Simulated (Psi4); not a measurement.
Psi4 input (wB97X-D/6-31G*):

```
memory 1500 MB

molecule {
1 1
C    -0.00000000   -0.00000000   -0.59802389
N     0.00000000    0.00000000    0.53145448
H    -0.00000000   -0.00000000   -1.67932452
H     0.00000000    0.00000000    1.54728651
symmetry c1
no_reorient
no_com
}

set {
  basis 6-31G*
  reference rks
  scf_type pk
  dft_radial_points 99
  dft_spherical_points 590
  e_convergence 1e-8
  d_convergence 1e-7
  maxiter 150
}

e = energy('wb97x-d')
print_out(f'\nFINAL {e:.10f} DIPOLE {variable("CURRENT DIPOLE")[0]:.6f} {variable("CURRENT DIPOLE")[1]:.6f} {variable("CURRENT DIPOLE")[2]:.6f}\n')
```

From the last part of the output:

```
    One-Electron Energy =                -179.3968172249765587
    Two-Electron Energy =                  64.9256150032065307
    DFT Exchange-Correlation Energy =      -8.7767518688793125
    Empirical Dispersion Energy =          -0.0001913664187694
    VV10 Nonlocal Energy =                  0.0000000000000000
    Total Energy =                        -93.6681402163861776

Computation Completed

Properties will be evaluated at   0.000000,   0.000000,   0.000000 [a0]

Properties computed using the SCF density matrix

 Multipole Moments:

 ------------------------------------------------------------------------------------
     Multipole            Electronic (a.u.)      Nuclear  (a.u.)        Total (a.u.)
 ------------------------------------------------------------------------------------

 L = 1.  Multiply by 2.5417464519 to convert [e a0] to [Debye]
 Dipole X            :          0.0000000            0.0000000            0.0000000
 Dipole Y            :         -0.0000000            0.0000000           -0.0000000
 Dipole Z            :         -0.1414631            0.0000000           -0.1414631
 Magnitude           :                                                    0.1414631

 ------------------------------------------------------------------------------------

FINAL -93.6681402164 DIPOLE 0.000000 -0.000000 -0.141463

*** Psi4 exiting successfully. Buy a developer a beer!
```

The dipole moment of an ion depends on the origin.
